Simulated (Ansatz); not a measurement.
**C₂H₅NO: one species, many methods**

An exercise on one series of results from a longer session: the logs are not shown, and one member is left open.

Method: functionals in def2-TZVPP, the program's frozen cores in correlated methods; program: Ansatz 0.2.0, Gaussian basis.

Levels to be run: LDA (SPW92), PBE-D4, revPBE-D4, BLYP-D4, r2SCAN-D4, B97M-V, PBE0-D4, B3LYP-D4, r2SCANh-D4, r2SCAN0-D4, HSE06-D4, BHLYP-D4, CAM-B3LYP-D4, LC-ωPBE, ωB97X-V, ωB97M-V, B2PLYP, PBE-QIDH; CCSD(T)/def2-SVP; CCSD(T)/def2-TZVPP; MP2/def2-QZVPP; extrapolation to the limit; RPA on PBE.

### The relaxed structure

The geometry comes from an earlier relaxation with PBE0-D4 in a triple-zeta def2 set; it is a stationary point, not always the lowest conformer.

SMILES `COC=N`, 9 atoms, charge 0, spin multiplicity 1.

Atoms are counted from 1 here; the program's logs count them from 0.

Bond lengths: C1–O2 1.422 Å, C1–H5 1.088 Å, C1–H6 1.091 Å, C1–H7 1.091 Å, O2–C3 1.331 Å, C3–N4 1.261 Å, C3–H8 1.093 Å, N4–H9 1.014 Å. Angles: O2–C1–H5 105.8°, O2–C1–H6 110.6°, O2–C1–H7 110.6°, H5–C1–H6 110.7°, H5–C1–H7 110.7°, H6–C1–H7 108.4°, C1–O2–C3 115.7°, O2–C3–N4 123.4°, O2–C3–H8 109.6°, N4–C3–H8 127.0°, C3–N4–H9 110.5°.

Set-up of the first run:

in.yaml reads:

```yaml
crystal:
  periodic: [false, false, false]
  atoms:
    - {symbol: C, position_ang: [0.218197, 0.895211, -0.902799]}
    - {symbol: O, position_ang: [0.065396, -0.515332, -0.809160]}
    - {symbol: C, position_ang: [-0.143453, -0.992629, 0.415714]}
    - {symbol: N, position_ang: [-0.206181, -0.264319, 1.442781]}
    - {symbol: H, position_ang: [0.377702, 1.106673, -1.958026]}
    - {symbol: H, position_ang: [-0.676353, 1.403419, -0.538340]}
    - {symbol: H, position_ang: [1.070954, 1.229393, -0.309113]}
    - {symbol: H, position_ang: [-0.246264, -2.079780, 0.372694]}
    - {symbol: H, position_ang: [-0.371396, -0.828939, 2.269148]}
basis:
  gaussian: {orbitals: def2-TZVPP}
hamiltonian: {xc: lda}
output: {orbitals: {seedname: orbitals}}
```

The run is started by

```console
> ansatz run in.yaml --threads 2 --pin off --events-out ev --progress --plain --max-ram 4352MiB
```

Among the steps run: LDA; PBE-D4 (GGA); revPBE-D4 (GGA); BLYP-D4 (GGA); r2SCAN-D4 (meta-GGA); B97M-V (meta-GGA); B3LYP-D4 (hybrid); r2SCANh-D4 (hybrid); r2SCAN0-D4 (hybrid); HSE06-D4 (hybrid); BHLYP-D4 (hybrid); CAM-B3LYP-D4 (range-separated); LC-ωPBE (range-separated); ωB97X-V (range-separated); ωB97M-V (range-separated); B2PLYP (double hybrid); PBE-QIDH (double hybrid).

One table of the session follows, with a row left open; its other results are not shown here.

It belongs to the step «Frontier levels by functional». 

```
  functional  HOMO (eV)  LUMO (eV)  gap (eV)
 LDA (SPW92)      -6.59      -0.76      5.83
      PBE-D4      -6.47      -0.50      5.96
   revPBE-D4      -6.41      -0.41      6.01
     BLYP-D4      -6.38      -0.41      5.97
   r2SCAN-D4      -6.78      -0.25      6.52
      B97M-V      -6.83      -0.15      6.67
     PBE0-D4      -7.87       0.62      8.49
    B3LYP-D4      -7.64       0.32      7.96
  r2SCANh-D4      -7.29       0.16      7.45
  r2SCAN0-D4          ?          ?         ?
    HSE06-D4      -7.47       0.23      7.69
    BHLYP-D4      -9.15       1.80     10.95
CAM-B3LYP-D4      -9.28       1.80     11.07
     LC-ωPBE     -10.63       3.07     13.70
     ωB97X-V     -10.27       2.99     13.26
     ωB97M-V     -10.19       2.88     13.07
```

Q: Estimate the row for r2SCAN0-D4 from the others.

Worked estimate for «HOMO (eV)». Against the share of exact exchange, r2SCAN-D4 (0, -6.78), r2SCANh-D4 (0.1, -7.29) give a slope of -5.10 per unit share; at 0.25 the line stands at -8.05.

**Answer.** HOMO (eV): -8.07; LUMO (eV): 0.77; gap (eV): 8.84. In «HOMO (eV)» the line misses by +0.02.
